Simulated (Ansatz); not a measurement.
# BH₂− (singlet): the correlation ladder at scale of all distances = 2.033, 6-31++G**

How much of the correlation energy of BH₂− (singlet) does each wave-function method recover here?

Program: Ansatz 0.2.0, Gaussian basis. Level of theory: 6-31++G**, core rule «outside noble gas», up to 1 orbitals frozen. These are calculated values, not measurements.

The runs, in order: UHF; CCSD(T) on RHF; CCSD(T) on UHF; BCCD(T) on RHF; CISD; CCSDT(Q) on RHF; CCSDT(Q) on UHF; CCSDTQ on RHF; CASSCF and MRCISD+Q, 2 electrons in 2 orbitals; CASSCF and NEVPT2, 2 electrons in 2 orbitals; CASSCF and MRCISD+Q, 6 electrons in 6 orbitals; CASSCF and NEVPT4(SD), 6 electrons in 6 orbitals; CASSCF and NEVPT2, 6 electrons in 6 orbitals; Full CI.

14 further runs of the same task are left out: 9 that didn't finish, 5 set aside as unsound or not needed.

## Step 1: The geometry

The geometry derives from a PBE0/def2-TZVPD stationary point (not a proven minimum). All distances are scaled together.

3 atoms, charge -1, spin multiplicity 1.

Atoms are counted from 1 here; the program's logs count them from 0.

No contacts short enough for the rule that draws bonds.

## Step 2: UHF

in.yaml

```yaml
crystal:
  periodic: [false, false, false]
  atoms:
    - {symbol: B, position_ang: [0.000000, -0.250808, 0.000000]}
    - {symbol: H, position_ang: [0.000000, 1.345061, -1.970132]}
    - {symbol: H, position_ang: [0.000000, 1.345061, 1.970132]}
basis:
  gaussian: {orbitals: "6-31++G**"}
total_charge: -1
magnetization: {spin_polarized: true, initial_magnetization: 0}
hamiltonian: {xc: hf}
output: {orbitals: {seedname: orbitals}}
```

Run with:

```bash
$ ansatz run in.yaml --threads 1 --pin off --events-out ev --progress --plain --max-ram 2393MiB
```

Further steps of the session: CCSD(T) on RHF; CCSD(T) on UHF; BCCD(T) on RHF; CISD; CCSDT(Q) on RHF; CCSDT(Q) on UHF; CCSDTQ on RHF; CASSCF and MRCISD+Q, 2 electrons in 2 orbitals; CASSCF and NEVPT2, 2 electrons in 2 orbitals; CASSCF and MRCISD+Q, 6 electrons in 6 orbitals; CASSCF and NEVPT4(SD), 6 electrons in 6 orbitals; CASSCF and NEVPT2, 6 electrons in 6 orbitals; Full CI.

Before running them: what should the planned runs give, taken together? Wanted: FCI below the RHF energy; RMP2 from FCI; UMP2 from FCI; RCCSD from FCI; RCCSD(T) from FCI; UCCSD(T) from FCI; RCCSDT(Q) from FCI; UCCSDT(Q) from FCI; NEVPT2 pair from FCI.

As calculated:

```
                         quantity                                                            value
         FCI below the RHF energy                                                       -3.8726 eV
                    RMP2 from FCI                                                  +32.53 kcal/mol
                    UMP2 from FCI                                                  +37.34 kcal/mol
                   RCCSD from FCI                                                   +5.95 kcal/mol
                RCCSD(T) from FCI                                                   +1.04 kcal/mol
                UCCSD(T) from FCI                                                   +3.82 kcal/mol
               RCCSDT(Q) from FCI                                                   -0.41 kcal/mol
               UCCSDT(Q) from FCI                                                   -0.56 kcal/mol
             NEVPT2 pair from FCI                                                  +24.17 kcal/mol
          NEVPT2 valence from FCI                                                  +10.18 kcal/mol
      NEVPT4(SD) valence from FCI                                                   +2.50 kcal/mol
levels within 1 kcal/mol (43 meV)  RCCSDT, UCCSDT, RCCSDT(Q), UCCSDT(Q), RCCSDTQ, MRCISD+Q valence
                    T1 diagnostic                                                            0.069
   effectively unpaired electrons                                                             0.46
```

RCCSD(T) misses by +1.04 kcal/mol, 1.2 % of the correlation energy. CCSD(T) misses by +1.04 kcal/mol on the restricted determinant and by +3.82 kcal/mol on the unrestricted one; the two need not hold the same state or core. RCCSDT, RCCSDT(Q), UCCSDT(Q), RCCSDTQ fall below full CI: unrestricted runs freeze a spin-polarised core, another one than full CI's, and coupled cluster isn't variational. The occupations show some static correlation. Of the multireference levels listed MRCISD+Q valence comes nearest in total energy (+0.44 kcal/mol), which doesn't show that its space is the better one. These misses are within one basis, not against nature.
